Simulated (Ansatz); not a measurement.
Basis-set extrapolation for `C1COCN1` (PBE0-D4/def2-TZVP geometry, frozen core, Ansatz). Multiplicity 1, RHF reference.

```csv
,def2-TZVPP,def2-QZVPP
HF,-247.061053,-247.072699
MP2 correlation,-0.949295,-1.015165
CCSD(T) correlation,-1.023220,not run
```

Energies in hartree. Use E(X) = E(∞) + A·exp(−7.88·√X) for Hartree–Fock and E(X) = E(∞) + B·X^(−2.97) for correlation, with X = 3 and 4, and add CCSD(T) minus MP2 of the smaller set to the MP2 limit.

Question: What is the CCSD(T) energy at the basis-set limit?

Answer: HF limit: -247.072699 + (-0.011646) × 0.13774 = -247.07430. MP2 limit: -1.015165 + (-0.065870) × 0.74074 = -1.06396. Higher-order term: -1.023220 − (-0.949295) = -0.07393. Total: -248.21219 hartree, 80.3 kcal/mol below CCSD(T)/def2-TZVPP.
